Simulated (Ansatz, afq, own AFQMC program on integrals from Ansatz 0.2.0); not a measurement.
Al2H2, triplet: AFQMC among the cluster methods

| atom | x (Å) | y (Å) | z (Å) |
| --- | --- | --- | --- |
| Al | 0.0000 | 0.0000 | 2.5865 |
| Al | 0.0000 | 0.0000 | -2.5865 |
| H | 0.0000 | 0.0000 | 4.1610 |
| H | 0.0000 | 0.0000 | -4.1610 |

Connectivity, by distances: AlH ··· AlH.

Basis 6-31G. Only valence electrons are correlated. Integrals, coupled cluster, full CI and functionals: Ansatz 0.2.0; the random walks run on the same integrals in our own AFQMC program. The CISD trial takes its coefficients from CCSD amplitudes. Released means that phaseless walkers are propagated on without the constraint, phases kept. ± is one standard error of the sampling.

Determinant: UHF, the one that the program's search chose, which needn't be the lowest solution. The geometry is a point of a scan.

Full CI on the same integrals is exact in this basis and with this determinant's frozen core.

Cautions: lower spins were not checked; the determinant is a saddle point among determinants of its kind; CCSDTQ is in doubt: among natural orbitals it converges to other amplitudes.

```
T1 diagnostic                               : 0.0338
weight of the determinant in the CISD state : 0.891
⟨S²⟩ of the determinant                     : 2.040
size of the correlated space                : 8 electrons in 20 orbitals
```

| level | correlation energy (eV) |
| --- | --- |
| MP2 | -1.2380 |
| CCSD | -1.9834 |
| CCSD(T) | -1.9999 |

Estimate where full CI lies against CCSD(T) on the same integrals.

0.73 mEh below CCSD(T).

Reference: full CI, correlation energy -2.020 eV. The released energy is read at 2.40 1/Eh (meV from the phaseless value at times in 1/Eh: -0.2 ± 1.1 at 0.24, -0.5 ± 1.0 at 0.51, -0.5 ± 0.8 at 0.99, -0.9 ± 0.7 at 1.62, -2.7 ± 0.8 at 2.40).

| level | E − E(reference) (mEh) | share of correlation (%) |
| --- | --- | --- |
| CCSD(T) | 0.73 | 99.01 |
| CCSDT | 0.34 | 99.54 |
| CCSDT(Q) | 0.25 | 99.67 |
| CCSDTQ | 0.03 | 99.97 |
| ph-AFQMC/HF | -0.37 ± 0.71 | 100.50 |
| ph-AFQMC/CISD | 0.45 ± 0.04 | 99.40 |
| released AFQMC | 0.35 ± 0.03 | 99.53 |

CCSDT and higher add their correlation energy to the determinant of the CCSD(T) run, since their own runs factorise the integrals more tightly (a shift of under 2 meV). Released energies are given only where the last usable release times agree within the noise; a slower fall can still hide under it.
